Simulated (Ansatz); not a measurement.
One change: `CCNCF` becomes `C=CNCC`.

Ansatz, PBE0-D4/def2-TZVP geometries, multiplicity 1. Each molecule was computed in one conformer, which needn't be the lowest.

| property | `CCNCF` |
| --- | --- |
| size of the dipole moment (B3LYP/def2-TZVPP) / D | 1.45 |
| size of the dipole moment (ωB97M-V/def2-TZVPP) / D | 1.43 |
| LUMO energy (B3LYP/def2-TZVPP) / eV | 0.80 |
| HOMO–LUMO gap (PBE0/def2-TZVPP) / eV | 8.38 |
| HOMO–LUMO gap (B3LYP/def2-TZVPP) / eV | 7.80 |
| LUMO energy (ωB97M-V/def2-TZVPP) / eV | 2.57 |

(1) Give the same properties after the change, and the shifts. (Best estimate.)

Results:

(1) Computed: 
```tsv
property	`C=CNCC`	shift
size of the dipole moment (B3LYP/def2-TZVPP) / D	1.67	0.22
size of the dipole moment (ωB97M-V/def2-TZVPP) / D	1.64	0.21
LUMO energy (B3LYP/def2-TZVPP) / eV	0.78	-0.02
HOMO–LUMO gap (PBE0/def2-TZVPP) / eV	6.75	-1.63
HOMO–LUMO gap (B3LYP/def2-TZVPP) / eV	6.30	-1.50
LUMO energy (ωB97M-V/def2-TZVPP) / eV	2.65	0.08
```

With PBE0 the HOMO rises by 1.51 eV and the LUMO falls by 0.12 eV, so the gap narrows by about 1.63 eV. PBE moves the HOMO by 1.18 eV and ωB97M-V by 1.68 eV. Dipoles are sizes alone; their direction can turn.

B3LYP here is the variant with VWN-RPA as its local correlation; programs differ in this.
